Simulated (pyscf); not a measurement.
Structures and frequencies: ωB97X-D3(BJ)/def2-SVP in PySCF. Correlated levels are frozen-core, on RHF or UHF. ΔMP2 is the change of the MP2 total energy from the triple- to the quadruple-zeta basis.

Problem. Estimate the classical barrier height and the reaction energy of HO–SiH₃ + H• -> SiH₃• + H₂O at CCSD(T)/def2-TZVPP + ΔMP2(QZVPP). The step runs on the doublet surface, breaks O–Si and forms H–O; take the separated reactants as zero.

Solution. ΔE‡ = 1.28 eV, ΔE = +0.07 eV. Zero-point energy shifts the barrier by +0.09 eV. It is a substitution at O, with an imaginary mode of 924i cm⁻¹. At the saddle there is also a short H–Si contact that neither side keeps. The same reactants have a lower exit, to HO–SiH₂• + H₂ (barrier +0.21 eV at ωB97M-D3(BJ), against +1.21 eV here). This is the saddle that the search found; another between the same sides may lie lower. The angle at the attacked O is 49° (front-side attack). The CCSD(T) − MP2 part came from Ansatz, without density fitting, on the same reference.
